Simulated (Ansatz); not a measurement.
# C₂H₂OS (SMILES O=C=CS): energies and forces away from the minimum

How good are functionals off equilibrium? 4 randomly displaced structures are computed with CCSD(T) and cheaper methods.

The runs use Ansatz 0.2.0, Gaussian basis; single points with forces in def2-TZVPP.

Levels: PBE-D4, r2SCAN-D4, PBE0-D4, wB97M-V, Hartree-Fock, MP2, CCSD, CCSD(T). Each coordinate is moved by a Gaussian draw of the width named (0.7 of it for atoms other than hydrogen): 0.09, 0.12, 0.12, 0.09 Å.

Cores are frozen in the correlated methods.

6 further runs of the same task are left out: 6 set aside as unsound or not needed.

**1. The system as given**

SMILES `O=C=CS`, 6 atoms, charge 0, spin multiplicity 1.

Atoms are counted from 1 here; the program's logs count them from 0.

Bond lengths: O1–C2 1.159 Å, C2–C3 1.296 Å, C3–S4 1.790 Å, C3–H5 1.072 Å, S4–H6 1.339 Å. Angles: O1–C2–C3 176.3°, C2–C3–S4 115.5°, C2–C3–H5 125.6°, S4–C3–H5 118.4°, C3–S4–H6 97.2°.

Geometry (Å):

| atom | x (Å) | y (Å) | z (Å) |
| --- | --- | --- | --- |
| O1 | -0.57971 | -2.19547 | 0.14374 |
| C2 | -0.03394 | -1.17496 | 0.08980 |
| C3 | 0.50096 | 0.00385 | 0.03511 |
| S4 | -0.44709 | 1.23966 | -0.84636 |
| H5 | 1.49515 | 0.25317 | 0.35013 |
| H6 | -0.93537 | 1.87375 | 0.22758 |

**2. Finding the minimum**

Contents of relax/in.yaml:

```yaml
crystal:
  periodic: [false, false, false]
  atoms:
    - {symbol: O, position_ang: [-0.579710, -2.195470, 0.143740]}
    - {symbol: C, position_ang: [-0.033940, -1.174960, 0.089800]}
    - {symbol: C, position_ang: [0.500960, 0.003850, 0.035110]}
    - {symbol: S, position_ang: [-0.447090, 1.239660, -0.846360]}
    - {symbol: H, position_ang: [1.495150, 0.253170, 0.350130]}
    - {symbol: H, position_ang: [-0.935370, 1.873750, 0.227580]}
basis:
  gaussian: {orbitals: def2-TZVP}
hamiltonian: {xc: pbe0, dispersion: d4}
relax: {f_tol: 0.005, max_steps: 200}
```

No record of the launch command was kept for these runs.

The log of the run, cut to the lines that bear on the results:

```text
Functional definition: PBE0
  name "PBE0"
  cite "Adamo & Barone, J. Chem. Phys. 110, 6158 (1999) doi:10.1063/1.478522"
  cite "Perdew, Burke & Ernzerhof, Phys. Rev. Lett. 77, 3865 (1996) doi:10.1103/PhysRevLett.77.3865"
  parent pbe
[...]
870 factors; their error is unknown
[...]
mean field -14981.27558939 eV, -550.5517232369 hartree, gradient 5.2e-5 eV, S^2 0.000000; 0 other end points of the search recorded, 0 dependent functions left out
[...]
reference -14981.27561226 eV, -550.5517240772 hartree; 19, 19 occupied and 123, 123 virtual orbitals, 870 factors
relax step   1: F+E_penalty+E_count = -14981.36990403 eV  Δ(F+E_penalty+E_count) = +0.000e0 eV  max|allowed force component| = 1.506e0 eV/Å  Δτ_max = 0.0000 Å  (28 SCF iters, accepted)
[...]
relax step   3: F+E_penalty+E_count = -14981.40205945 eV  Δ(F+E_penalty+E_count) = -5.440e-3 eV  max|allowed force component| = 4.297e-1 eV/Å  Δτ_max = 0.0825 Å  (34 SCF iters, accepted)
[...]
relax step   5: F+E_penalty+E_count = -14981.41557472 eV  Δ(F+E_penalty+E_count) = -3.546e-3 eV  max|allowed force component| = 1.120e-1 eV/Å  Δτ_max = 0.0654 Å  (33 SCF iters, accepted)
[...]
relax step   7: F+E_penalty+E_count = -14981.41640437 eV  Δ(F+E_penalty+E_count) = -8.297e-4 eV  max|allowed force component| = 3.486e-2 eV/Å  Δτ_max = 0.0118 Å  (35 SCF iters, accepted)
[...]
relax step   8: F+E_penalty+E_count = -14981.41642522 eV  Δ(F+E_penalty+E_count) = -2.085e-5 eV  max|allowed force component| = 1.084e-2 eV/Å  Δτ_max = 0.0015 Å  (37 SCF iters, accepted)
[...]
relax step   9: F+E_penalty+E_count = -14981.41643069 eV  Δ(F+E_penalty+E_count) = -5.467e-6 eV  max|allowed force component| = 3.048e-3 eV/Å  Δτ_max = 0.0006 Å  (37 SCF iters, accepted)
870 factors; their error is unknown
mean field -14981.32228786 eV, -550.5534393740 hartree, gradient 9.5e-6 eV, S^2 0.000000; 1 other end points of the search recorded, 0 dependent functions left out
[...]
reference -14981.32231063 eV, -550.5534402105 hartree; 19, 19 occupied and 123, 123 virtual orbitals, 870 factors
Total energy: -14981.41645345 eV, -550.5568998955 hartree
Atom 0 at    -0.553315    -2.193691     0.165866 Å, force    -0.000736    -0.002376    -0.000162 eV/Å
Atom 1 at    -0.051348    -1.157967     0.093092 Å, force     0.000890     0.003048     0.000362 eV/Å
Atom 2 at     0.502943     0.030409    -0.005153 Å, force    -0.001864    -0.001093    -0.000766 eV/Å
Atom 3 at    -0.423456     1.263649    -0.839834 Å, force    -0.000733     0.000379    -0.000750 eV/Å
Atom 4 at     1.508823     0.189579     0.358623 Å, force     0.002006     0.000155     0.001081 eV/Å
Atom 5 at    -0.983648     1.868022     0.227406 Å, force     0.000436    -0.000113     0.000234 eV/Å
Dipole moment:     0.145838     0.149476     0.213075 e Å
```

Run time: 26 s. Hardware: 2 threads, shared host; peak memory 0.25 GiB.

Relaxation path: (the energy doesn't fall at every step)

| step | energy from step 1 (eV) | largest force component (eV/Å) |
| --- | --- | --- |
| 1 | 0.0000 | 1.5060 |
| 2 | -0.0267 | 0.7582 |
| 3 | -0.0322 | 0.4297 |
| 4 | -0.0421 | 0.1879 |
| 5 | -0.0457 | 0.1120 |
| 6 | -0.0423 | 0.3543 |
| 7 | -0.0465 | 0.0349 |
| 8 | -0.0465 | 0.0108 |
| 9 | -0.0465 | 0.0030 |

Close pairs (by a distance rule), those that changed most:

| bond | before (Å) | after (Å) | change (Å) |
| --- | --- | --- | --- |
| C3–S4 | 1.790 | 1.754 | -0.036 |
| C2–C3 | 1.296 | 1.315 | +0.019 |
| C3–H5 | 1.072 | 1.081 | +0.009 |
| S4–H6 | 1.339 | 1.348 | +0.009 |
| O1–C2 | 1.159 | 1.153 | -0.005 |

**3. Reference energies at the minimum**

Contents of min-pbe-tzvpp/in.yaml:

```yaml
crystal:
  periodic: [false, false, false]
  atoms:
    - {symbol: O, position_ang: [-0.553315, -2.193691, 0.165866]}
    - {symbol: C, position_ang: [-0.051348, -1.157967, 0.093092]}
    - {symbol: C, position_ang: [0.502943, 0.030409, -0.005153]}
    - {symbol: S, position_ang: [-0.423456, 1.263649, -0.839834]}
    - {symbol: H, position_ang: [1.508823, 0.189579, 0.358623]}
    - {symbol: H, position_ang: [-0.983648, 1.868022, 0.227406]}
basis:
  gaussian: {orbitals: def2-TZVPP}
hamiltonian: {xc: pbe, dispersion: d4}
```

min-r2scan-tzvpp/in.yaml differs from min-pbe-tzvpp/in.yaml so:

```diff
-hamiltonian: {xc: pbe, dispersion: d4}
+hamiltonian: {xc: r2scan, dispersion: d4}
```

min-pbe0-tzvpp/in.yaml:

```diff
-hamiltonian: {xc: pbe, dispersion: d4}
+hamiltonian: {xc: pbe0, dispersion: d4}
+output: {orbitals: {seedname: orbitals}}
```

min-b3lyp-tzvpp/in.yaml:

```diff
-hamiltonian: {xc: pbe, dispersion: d4}
+hamiltonian: {xc: {name: B3LYP}, dispersion: d4}
```

min-wb97mv-tzvpp/in.yaml:

```diff
-hamiltonian: {xc: pbe, dispersion: d4}
+hamiltonian: {xc: {name: wB97M-V}}
```

min-ccsdt-tzvpp/in.yaml:

```diff
-hamiltonian: {xc: pbe, dispersion: d4}
+correlation: {method: ccsd_t}
```

Log of min-pbe-tzvpp:

```text
Functional definition: PBE
  name "PBE"
[... 2 set-up lines as earlier in the session ...]
  parameter kappa = 0.804
  parameter beta = 0.06672455060314922
  exchange = pbe_x(kappa = kappa, mu = beta*pi^2/3)
  correlation = pbe_c(beta = beta)
913 factors; their error is unknown
mean field evaluation 1: about -14973.4606 eV, gradient 5.8e1 eV
mean field evaluation 2: about -14960.3659 eV, gradient 8.9e1 eV
mean field evaluation 4: about -14980.2025 eV, gradient 1.4e1 eV
mean field evaluation 8: about -14980.5808 eV, gradient 9.6e-2 eV
mean field evaluation 16: about -14980.5695 eV, gradient 1.2e-4 eV
mean field -14980.56951240 eV, -550.5257753859 hartree, gradient 3.1e-5 eV, S^2 0.000000; 0 other end points of the search recorded, 0 dependent functions left out
reference -14980.56954338 eV, -550.5257765245 hartree; 19, 19 occupied and 144, 144 virtual orbitals, 913 factors
Total energy: -14980.68222638 eV, -550.5299175483 hartree
```

min-r2scan-tzvpp printed:

```text
Functional definition: r2SCAN
  name "r2SCAN"
  cite "Furness, Kaplan, Ning, Perdew & Sun, J. Phys. Chem. Lett. 11, 8208 (2020) doi:10.1021/acs.jpclett.0c02405"
  cite "Furness, Kaplan, Ning, Perdew & Sun, J. Phys. Chem. Lett. 11, 9248 (2020) doi:10.1021/acs.jpclett.0c03077"
  parent r2scan
  parameter k0 = 0.174
  parameter k1 = 0.065
  parameter a1 = 4.9479
  exchange = r2scan_x(k0 = k0, k1 = k1, a1 = a1)
  correlation = r2scan_c
913 factors; their error is unknown
mean field evaluation 1: about -14981.3669 eV, gradient 5.2e1 eV
mean field evaluation 2: about -14975.5817 eV, gradient 6.9e1 eV
mean field evaluation 4: about -14986.7973 eV, gradient 7.9e0 eV
mean field evaluation 8: about -14986.9162 eV, gradient 2.5e-1 eV
mean field evaluation 16: about -14986.9046 eV, gradient 5.9e-4 eV
mean field -14986.90456622 eV, -550.7585843200 hartree, gradient 2.5e-5 eV, S^2 0.000000; 0 other end points of the search recorded, 0 dependent functions left out
reference -14986.90457481 eV, -550.7585846356 hartree; 19, 19 occupied and 144, 144 virtual orbitals, 913 factors
Total energy: -14986.93097384 eV, -550.7595547819 hartree
```

Output in min-pbe0-tzvpp, cut to the lines that bear on the results:

```text
[... 5 set-up lines as earlier in the session ...]
  parameter a = 0.25
[... 2 set-up lines as earlier in the session ...]
  exchange = (1 - a)*pbe_x(kappa = kappa, mu = beta*pi^2/3) + a*exact_x
[... 1 set-up line as earlier in the session ...]
944 factors; their error is unknown
mean field evaluation 1: about -14977.3922 eV, gradient 4.5e1 eV
mean field evaluation 2: about -14975.5884 eV, gradient 5.3e1 eV
mean field evaluation 4: about -14981.2832 eV, gradient 4.8e0 eV
mean field evaluation 8: about -14981.3492 eV, gradient 3.0e-1 eV
mean field evaluation 16: about -14981.3493 eV, gradient 3.9e-5 eV
mean field -14981.34926937 eV, -550.5544309259 hartree, gradient 3.9e-5 eV, S^2 0.000000; 0 other end points of the search recorded, 0 dependent functions left out
reference -14981.34929225 eV, -550.5544317668 hartree; 19, 19 occupied and 144, 144 virtual orbitals, 944 factors
Total energy: -14981.44343507 eV, -550.5578914518 hartree
```

Output in min-b3lyp-tzvpp, cut to the lines that bear on the results:

```text
Functional definition: B3LYP
  name "B3LYP"
  cite "Stephens, Devlin, Chabalowski & Frisch, J. Phys. Chem. 98, 11623 (1994) doi:10.1021/j100096a001"
  cite "Becke, Phys. Rev. A 38, 3098 (1988) doi:10.1103/PhysRevA.38.3098"
  cite "Lee, Yang & Parr, Phys. Rev. B 37, 785 (1988) doi:10.1103/PhysRevB.37.785"
  cite "Vosko, Wilk & Nusair, Can. J. Phys. 58, 1200 (1980) doi:10.1139/p80-159"
[...]
925 factors; their error is unknown
[...]
mean field -14990.38608685 eV, -550.8865278429 hartree, gradient 3.6e-5 eV, S^2 0.000000; 0 other end points of the search recorded, 0 dependent functions left out
reference -14990.38630455 eV, -550.8865358436 hartree; 19, 19 occupied and 144, 144 virtual orbitals, 925 factors
Total energy: -14990.56943876 eV, -550.8932659015 hartree
```

min-wb97mv-tzvpp printed, cut to the lines that bear on the results:

```text
Functional definition: wB97M-V
  name "wB97M-V"
  cite "Mardirossian & Head-Gordon, J. Chem. Phys. 144, 214110 (2016) doi:10.1063/1.4952647"
  cite "Becke, J. Chem. Phys. 107, 8554 (1997) doi:10.1063/1.475007"
  cite "Vydrov & Van Voorhis, J. Chem. Phys. 133, 244103 (2010) doi:10.1063/1.3521275"
  # Of w^i u^j: cxij and so on, Table III.
[...]
  gx(w, u) = 1 - cx + cx01*u + cx10*w
  gss(w, u) = css00 + css04*u^4 + css10*w + css20*w^2 + css43*w^4*u^3
  gos(w, u) = cos00 + cos10*w + (cos20 + cos21*u)*w^2 + (cos60 + cos61*u)*w^6
[...]
      + integral(e_c_pw_mod_opposite_spin*gos(b97_w_opposite, b97_u_opposite)) + vv10(b, c)
920 factors; their error is unknown
191 factors; integrals over basis functions are off by at most 1.1e-5 eV
[...]
mean field -14987.92797781 eV, -550.7961940022 hartree, gradient 8.0e-5 eV, S^2 0.000000; 0 other end points of the search recorded, 0 dependent functions left out
reference -14987.92801402 eV, -550.7961953326 hartree; 19, 19 occupied and 144, 144 virtual orbitals, 920 factors
Total energy: -14987.92801402 eV, -550.7961953326 hartree
```

Output in min-ccsdt-tzvpp, cut to the lines that bear on the results:

```text
Functional definition: HF
  name "HF"
  cite "Fock, Z. Phys. 61, 126 (1930) doi:10.1007/BF01340294"
[... 1 set-up line as earlier in the session ...]
[...]
992 factors; integrals over basis functions are off by at most 8.8e-4 eV
[...]
mean field -14948.03184284 eV, -549.3300380845 hartree, gradient 3.0e-6 eV, S^2 0.000000; 0 other end points of the search recorded, 0 dependent functions left out
8 core orbitals not correlated: weight in the atoms' cores, before any rotation towards them, 1.000 or more for the frozen orbitals, at most 0.000 for the correlated occupied ones
reference -14948.03184284 eV, -549.3300380845 hartree; 11, 11 occupied and 144, 144 virtual orbitals, 992 factors
second order -19.20586540 eV of doubles, -0.00000000 eV of singles
cycle   1  -19.08142259 eV  change    1.2e-1 eV  update   1.2e-1
[...]
cycle  11  -19.76353482 eV  change   -2.6e-6 eV  update   1.6e-5
perturbative correction -0.97990634 eV, -0.0360108939 hartree
Total energy: -14968.77528400 eV, -550.0923454867 hartree
```

Wall times: 1.9 s (min-pbe-tzvpp), 4.2 s (min-r2scan-tzvpp), 2.2 s (min-pbe0-tzvpp), 2.4 s (min-b3lyp-tzvpp), 7 s (min-wb97mv-tzvpp), 32 s (min-ccsdt-tzvpp) on 2 threads, shared host; peak memory 1.3 GiB.

**4. Structure 1, width 0.09 Å**

Contents of pbe-tzvpp/in.yaml:

```yaml
crystal:
  periodic: [false, false, false]
  atoms:
    - {symbol: O, position_ang: [-0.527566, -2.208032, 0.131564]}
    - {symbol: C, position_ang: [-0.012504, -1.203286, 0.088336]}
    - {symbol: C, position_ang: [0.420426, 0.148034, -0.011090]}
    - {symbol: S, position_ang: [-0.519787, 1.279172, -0.774495]}
    - {symbol: H, position_ang: [1.261475, 0.230976, 0.410470]}
    - {symbol: H, position_ang: [-0.975184, 1.970518, 0.357267]}
basis:
  gaussian: {orbitals: def2-TZVPP}
hamiltonian: {xc: pbe, dispersion: d4}
output: {forces: true}
```

r2scan-tzvpp/in.yaml, as changes to pbe-tzvpp/in.yaml:

```diff
-hamiltonian: {xc: pbe, dispersion: d4}
+hamiltonian: {xc: r2scan, dispersion: d4}
```

pbe0-tzvpp/in.yaml:

```diff
-hamiltonian: {xc: pbe, dispersion: d4}
-output: {forces: true}
+hamiltonian: {xc: pbe0, dispersion: d4}
+output: {forces: true, orbitals: {seedname: orbitals}}
```

wb97mv-tzvpp/in.yaml:

```diff
-hamiltonian: {xc: pbe, dispersion: d4}
+hamiltonian: {xc: {name: wB97M-V}}
```

ccsdt-tzvpp/in.yaml:

```diff
-hamiltonian: {xc: pbe, dispersion: d4}
+correlation: {method: ccsd_t}
```

Log of pbe-tzvpp, cut to the lines that bear on the results:

```text
[... 4 set-up lines as earlier in the session ...]
[...]
913 factors; their error is unknown
[...]
mean field -14979.58695597 eV, -550.4896671033 hartree, gradient 3.1e-5 eV, S^2 0.000000; 0 other end points of the search recorded, 0 dependent functions left out
[...]
reference -14979.58698786 eV, -550.4896682753 hartree; 19, 19 occupied and 144, 144 virtual orbitals, 913 factors
Total energy: -14979.69948373 eV, -550.4938024221 hartree
Atom 0 at    -0.527566    -2.208032     0.131564 Å, force    -1.277870    -3.653456     0.073602 eV/Å
Atom 1 at    -0.012504    -1.203286     0.088336 Å, force     1.289632     6.805993    -0.475102 eV/Å
Atom 2 at     0.420426     0.148034    -0.011090 Å, force    -5.400648    -6.296768    -1.588564 eV/Å
Atom 3 at    -0.519787     1.279172    -0.774495 Å, force    -1.510068     2.065186    -0.369581 eV/Å
Atom 4 at     1.261475     0.230976     0.410470 Å, force     6.878913     1.384982     3.047281 eV/Å
Atom 5 at    -0.975184     1.970518     0.357267 Å, force     0.020041    -0.305937    -0.687636 eV/Å
Dipole moment:     0.124412     0.009475     0.226534 e Å
```

Log of r2scan-tzvpp, cut to the lines that bear on the results:

```text
[... 5 set-up lines as earlier in the session ...]
[...]
913 factors; their error is unknown
[...]
mean field -14985.93563472 eV, -550.7229767439 hartree, gradient 1.8e-5 eV, S^2 0.000000; 0 other end points of the search recorded, 0 dependent functions left out
[...]
reference -14985.93564343 eV, -550.7229770641 hartree; 19, 19 occupied and 144, 144 virtual orbitals, 913 factors
Total energy: -14985.96200150 eV, -550.7239457052 hartree
Atom 0 at    -0.527566    -2.208032     0.131564 Å, force    -0.774002    -2.733433     0.035140 eV/Å
Atom 1 at    -0.012504    -1.203286     0.088336 Å, force     0.853282     6.244581    -0.471586 eV/Å
Atom 2 at     0.420426     0.148034    -0.011090 Å, force    -5.343903    -6.526953    -1.515859 eV/Å
Atom 3 at    -0.519787     1.279172    -0.774495 Å, force    -1.491511     2.069163    -0.071169 eV/Å
Atom 4 at     1.261475     0.230976     0.410470 Å, force     6.663831     1.378466     2.925109 eV/Å
Atom 5 at    -0.975184     1.970518     0.357267 Å, force     0.092302    -0.431825    -0.901635 eV/Å
Dipole moment:     0.132532     0.011986     0.237589 e Å
```

Output in pbe0-tzvpp, cut to the lines that bear on the results:

```text
[... 5 set-up lines as earlier in the session ...]
[...]
944 factors; their error is unknown
[...]
mean field -14980.37566208 eV, -550.5186515180 hartree, gradient 2.6e-5 eV, S^2 0.000000; 0 other end points of the search recorded, 0 dependent functions left out
[...]
reference -14980.37568559 eV, -550.5186523822 hartree; 19, 19 occupied and 144, 144 virtual orbitals, 944 factors
Total energy: -14980.46967397 eV, -550.5221063912 hartree
Atom 0 at    -0.527566    -2.208032     0.131564 Å, force    -0.454997    -2.184880     0.040086 eV/Å
Atom 1 at    -0.012504    -1.203286     0.088336 Å, force     0.611884     5.947872    -0.511383 eV/Å
Atom 2 at     0.420426     0.148034    -0.011090 Å, force    -5.498451    -6.752803    -1.499897 eV/Å
Atom 3 at    -0.519787     1.279172    -0.774495 Å, force    -1.505661     2.109031    -0.014662 eV/Å
Atom 4 at     1.261475     0.230976     0.410470 Å, force     6.702487     1.376012     2.950147 eV/Å
Atom 5 at    -0.975184     1.970518     0.357267 Å, force     0.144738    -0.495231    -0.964291 eV/Å
Dipole moment:     0.133375     0.008438     0.240361 e Å
```

Log of wb97mv-tzvpp, cut to the lines that bear on the results:

```text
[... 5 set-up lines as earlier in the session ...]
  # Of w^i u^j: cxij and so on, Table III.
[...]
  gx(w, u) = 1 - cx + cx01*u + cx10*w
  gss(w, u) = css00 + css04*u^4 + css10*w + css20*w^2 + css43*w^4*u^3
  gos(w, u) = cos00 + cos10*w + (cos20 + cos21*u)*w^2 + (cos60 + cos61*u)*w^6
[...]
      + integral(e_c_pw_mod_opposite_spin*gos(b97_w_opposite, b97_u_opposite)) + vv10(b, c)
920 factors; their error is unknown
191 factors; integrals over basis functions are off by at most 1.1e-5 eV
[...]
mean field -14986.95775196 eV, -550.7605388599 hartree, gradient 3.2e-5 eV, S^2 0.000000; 0 other end points of the search recorded, 0 dependent functions left out
[...]
reference -14986.95778822 eV, -550.7605401923 hartree; 19, 19 occupied and 144, 144 virtual orbitals, 920 factors
Total energy: -14986.95778822 eV, -550.7605401923 hartree
Atom 0 at    -0.527566    -2.208032     0.131564 Å, force    -0.416305    -2.130246     0.059081 eV/Å
Atom 1 at    -0.012504    -1.203286     0.088336 Å, force     0.549989     5.779723    -0.518470 eV/Å
Atom 2 at     0.420426     0.148034    -0.011090 Å, force    -5.193980    -6.797399    -1.310318 eV/Å
Atom 3 at    -0.519787     1.279172    -0.774495 Å, force    -1.692454     2.374001    -0.075947 eV/Å
Atom 4 at     1.261475     0.230976     0.410470 Å, force     6.562934     1.345057     2.888176 eV/Å
Atom 5 at    -0.975184     1.970518     0.357267 Å, force     0.189817    -0.571136    -1.042523 eV/Å
Dipole moment:     0.131175    -0.013213     0.236799 e Å
```

Output in ccsdt-tzvpp, cut to the lines that bear on the results:

```text
[... 4 set-up lines as earlier in the session ...]
[...]
987 factors; integrals over basis functions are off by at most 8.9e-4 eV
[...]
mean field -14947.05741647 eV, -549.2942285760 hartree, gradient 2.2e-6 eV, S^2 0.000000; 0 other end points of the search recorded, 0 dependent functions left out
8 core orbitals not correlated: weight in the atoms' cores, before any rotation towards them, 1.000 or more for the frozen orbitals, at most 0.000 for the correlated occupied ones
reference -14947.05741647 eV, -549.2942285760 hartree; 11, 11 occupied and 144, 144 virtual orbitals, 987 factors
second order -19.22090537 eV of doubles, -0.00000000 eV of singles
cycle   1  -19.09326436 eV  change    1.3e-1 eV  update   1.2e-1
[...]
cycle  14  -19.77360718 eV  change   -5.2e-6 eV  update   1.6e-6
perturbative correction -0.98349791 eV, -0.0361428815 hartree
[...]
working
working
Total energy: -14967.81452156 eV, -550.0570381182 hartree
Atom 0 at    -0.527566    -2.208032     0.131564 Å, force    -0.967103    -3.162188     0.095440 eV/Å
Atom 1 at    -0.012504    -1.203286     0.088336 Å, force     1.013967     6.437102    -0.522146 eV/Å
Atom 2 at     0.420426     0.148034    -0.011090 Å, force    -5.077121    -6.571548    -1.279775 eV/Å
Atom 3 at    -0.519787     1.279172    -0.774495 Å, force    -1.795931     2.511803    -0.166046 eV/Å
Atom 4 at     1.261475     0.230976     0.410470 Å, force     6.624975     1.358790     2.916154 eV/Å
Atom 5 at    -0.975184     1.970518     0.357267 Å, force     0.201213    -0.573959    -1.043626 eV/Å
Dipole moment:     0.122499    -0.012099     0.235646 e Å
```

Times: 1.9 s (pbe-tzvpp), 4.1 s (r2scan-tzvpp), 2.8 s (pbe0-tzvpp), 9 s (wb97mv-tzvpp), 3.1 min (ccsdt-tzvpp) on 2 threads, shared host; peak memory 2.2 GiB.

| method | RMS force component (eV/Å) | RMS error against CCSD(T) (eV/Å) | angle to CCSD(T) forces (°) | dipole (D) |
| --- | --- | --- | --- | --- |
| PBE-D4 | 3.336 | 0.285 | 4.7 | 1.24 |
| r2SCAN-D4 | 3.196 | 0.207 | 3.6 | 1.31 |
| PBE0-D4 | 3.184 | 0.347 | 6.1 | 1.32 |
| wB97M-V | 3.134 | 0.344 | 5.8 | 1.30 |
| CCSD(T) | 3.245 | reference | reference | 1.28 |

(Part 1 of 2 ends here.)
